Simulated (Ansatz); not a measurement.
CsCl-type TlCl, treated with PBE0 (Ansatz, an electronic-structure program, plane waves, PAW).

Settings: plane-wave cutoff 520 eV, 6×6×6 k mesh, scalar-relativistic PAW data made under PBE.

Computed at the level's own relaxed cell.

Estimate the elastic constant C11, elastic constant C12, Young modulus and elastic constant C44 that the calculation returns.


* **elastic constant C11**: 42.5 GPa
* **elastic constant C12**: 14.0 GPa
* **Young modulus**: 23.5 GPa
* **elastic constant C44**: 6.30 GPa

Elastic constants are with the ions relaxed.

Spin–orbit coupling is not included; it can shift volumes and moduli of such heavy elements.

Static lattice: no zero-point or thermal effects.

The result took about 40 core-minutes (a rough figure).
